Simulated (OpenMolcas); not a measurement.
**B98/6-31G run of C2HF (fluoroacetylene)**

What is the vertical singlet–triplet gap of C2HF (fluoroacetylene) at B98/6-31G? 

The results are computed with OpenMolcas 26.06.

### Step 1. The structure to begin with

C2HF has 4 atoms, charge 0, and is taken as a singlet. SMILES: `C#CF`. The shape is that of a PBE0-D4/def2-TZVP optimisation.

Bond lengths: C1–C2 1.192 Å, C2–F3 1.270 Å, C1–H4 1.063 Å. Angles: C1–C2–F3 180.0°, C2–C1–H4 180.0°.

### Step 2. A single-point energy at B98/6-31G

mol.xyz

```xyz
4

C     -0.361030     0.453110    -0.290220
C      0.303270    -0.380840     0.243810
F      1.010600    -1.269010     0.812300
H     -0.952830     1.196740    -0.765890
```

job.inp

```
* C2HF Kohn-Sham DFT

&GATEWAY
 BasLib
 $CurrDir
 Coord
 mol.xyz
 Basis
 6-31G
 Group
 NoSym

&SEWARD
 GridInput
 Grid=SG1Grid
 End of Grid

&SCF
 KSDFT
 HYB_GGA_XC_SB98_2C
 PrOrbitals
 1 1
```

The basis set 6-31G is read from a file made from the Basis Set Exchange's data (not shown).

Started as:

```
$ export MOLCAS_MEM=1860
$ pymolcas job.inp > job.log
```

What it wrote:

```text
--- Start Module: gateway ---
[...]
--- Stop Module: gateway /rc=_RC_ALL_IS_WELL_ ---
--- Start Module: seward ---
[...]
      Basis functions           29
--- Stop Module: seward /rc=_RC_ALL_IS_WELL_ ---
--- Start Module: scf ---
[...]
       Convergence after  12 Iterations
[...]
::    Total KS-DFT energy                            -176.4267089566
[...]
      Total spin, S                                     0.0000000000
[...]
      Total electronic charge=   22.000000
      Total            charge=   -0.000000
[...]
      Dipole Moment (debye):
      Origin of the operator (angstrom)=    0.3987   -0.5007    0.3205
                   X= -5.0054E-01               Y=  6.2919E-01               Z= -4.0227E-01           Total=  8.9902E-01
      Quadrupole Moment (debye*angstrom):
[...]
--- Stop Module: scf /rc=_RC_ALL_IS_WELL_ ---
[...]
```

Run time: 2.4 s. Hardware: 1 thread of Arm Neoverse V1, shared host; peak memory 0.37 GiB.

### Step 3. The triplet

mol.xyz is that of step 2.

job.inp

```
>>> EXPORT MOLCAS_PRINT=2

&GATEWAY
  BasLib=$CurrDir
  Coord=mol.xyz
  Basis=6-31G
  Group=NoSym

&SEWARD
  GridInput
  Grid=SG1Grid
  End of Grid

&SCF
  UHF
  Spin=3
  KSDFT=HYB_GGA_XC_SB98_2C
  PrOrbitals=1 1
```

The basis set 6-31G is read from a file made from the Basis Set Exchange's data (not shown).

Started as:

```
$ export MOLCAS_MEM=1860
$ pymolcas job.inp > job.log
```

What it wrote:

```text
--- Start Module: gateway ---
[...]
--- Stop Module: gateway /rc=_RC_ALL_IS_WELL_ ---
--- Start Module: seward ---
[...]
      Basis functions           29
--- Stop Module: seward /rc=_RC_ALL_IS_WELL_ ---
--- Start Module: scf ---
[...]
       Convergence after  20 Iterations
[...]
::    Total KS-DFT energy                            -176.1862935935
[...]
      Total spin, S                                     1.0016601216
[...]
      Total electronic charge=   22.000000
      Total            charge=   -0.000000
[...]
      Dipole Moment (debye):
      Origin of the operator (angstrom)=    0.3987   -0.5007    0.3205
                   X= -3.9347E-01               Y=  4.9430E-01               Z= -3.1630E-01           Total=  7.0654E-01
      Quadrupole Moment (debye*angstrom):
[...]
--- Stop Module: scf /rc=_RC_ALL_IS_WELL_ ---
[...]
```

Wall time 3.3 s (1 thread of Arm Neoverse V1, shared host); peak memory 0.37 GiB.

### Step 4. Outcome

Level: B98/6-31G.

```
                                        quantity          value
                           singlet: total energy  -176.42671 Eh
                          singlet: dipole moment         0.90 D
                            singlet: HOMO energy       -7.94 eV
                            singlet: LUMO energy        1.99 eV
                          singlet: HOMO–LUMO gap        9.93 eV
                           triplet: total energy  -176.18629 Eh
                          triplet: dipole moment         0.71 D
     triplet: HOMO energy (highest over α and β)       -1.52 eV
                                   triplet: ⟨S²⟩          2.005
vertical energy of the triplet above the singlet       6.542 eV
```

**Reading.** At this shape the triplet lies 6.54 eV (631 kJ/mol) above the singlet.
